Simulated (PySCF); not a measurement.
Some computed properties have been withheld. Give your best values.

Species: C₅H₁₃N.
SMILES: `CC(C)N(C)C`

Conformer (atom-mapped SMILES and torsion angles): `[CH3:1][CH:2]([CH3:3])[N:4]([CH3:5])[CH3:6]`: C1–C2–N4–C5 -73°.

```csv
property,level,value
point group,PBE0-D3(BJ)/def2-SVP,?
"rotational constants A, B, C",PBE0-D3(BJ)/def2-SVP,?
dipole moment,PBE0/def2-SVPD,?
HOMO energy,PBE0/def2-SVPD,?
LUMO energy,PBE0/def2-SVPD,0.68 eV
lowest singlet excitation,TDDFT PBE0/def2-SVPD,"5.46 eV (227 nm, f = 0.005)"
strongest line among the 10 lowest singlet transitions,TDDFT PBE0/def2-SVPD,"S10 at 8.05 eV (154 nm, f = 0.037)"
lowest triplet excitation (Tamm–Dancoff),TDA PBE0/def2-SVPD,5.36 eV
static isotropic polarisability,PBE0/def2-SVPD,73.0 au
vertical ionisation energy,ΔSCF PBE0/def2-SVPD,?
electronic spatial extent ⟨r²⟩ about the centre of nuclear charge,PBE0/def2-SVPD,681 bohr²
13C chemical shifts (computed TMS as zero) by class,GIAO PBE0/pcSseg-1,"55.1 (1 C), 39.4 (2 C), 17.0 (2 C) ppm"
1H chemical shifts (computed TMS as zero) by class,GIAO PBE0/pcSseg-1,"2.47 (1 H), 2.14 (6 H), 0.92 (6 H) ppm"
"isotropic shieldings of nuclei other than C and H, by class",GIAO PBE0/pcSseg-1,?
largest of the computed one-bond spin–spin couplings (means over like bonds),"B3LYP/pcJ-1, spin–dipole term left out for some pairs","13C–1H +137.3 (×6), 13C–1H +136.9, 13C–1H +131.8 (×6), 13C–13C +38.3 (×2), 15N–13C -6.7 (×2), 15N–13C -6.5 Hz"
core binding energies,"ΔSCF SCAN, pcX-2 on the ionised atom, pcseg-1 elsewhere, spin-free X2C","C1s 290.3 (×2), C1s 291.1, C1s 291.1 (×2), N1s 404.3 eV"
```

The electronic properties come from PySCF, for the isolated species, density fitting. One conformer (not necessarily the lowest) at the PBE0-D3(BJ)/def2-SVP geometry, without solvent or vibrations. NMR classes are plain means over equivalent atoms (diastereotopic ones count apart unless rotation or inversion swaps them), as if these changed places fast; in this geometry the members of some classes differ.

(1) Give the dipole moment.

(2) The HOMO energy?

(3) Give the rotational constants A, B, C.

(4) Give the point group.

(5) What are the isotropic shieldings of nuclei other than C and H, by class?

(6) The vertical ionisation energy?

Results:

(1) 0.49 D.

(2) -5.89 eV.

(3) 4.486, 2.700, 2.381 GHz.

(4) C1.

(5) 228 (1 N) ppm.

(6) 7.83 eV.

The polarisability is 10.81 Å³ as a volume (1 au = 0.148185 Å³), or 1.46 au for each of the 50 electrons. The 10 singlets span 5.46 to 8.05 eV, and their oscillator strengths add up to 0.15. In atomic units the dipole is 0.19 e·bohr (1 au = 2.5417 D). No computed singlet falls in the visible range (750 to 380 nm, 1.65 to 3.26 eV); S1 lies 2.20 eV above its blue end. The ΔSCF ionisation energy exceeds −ε(HOMO) by 1.94 eV with PBE0.
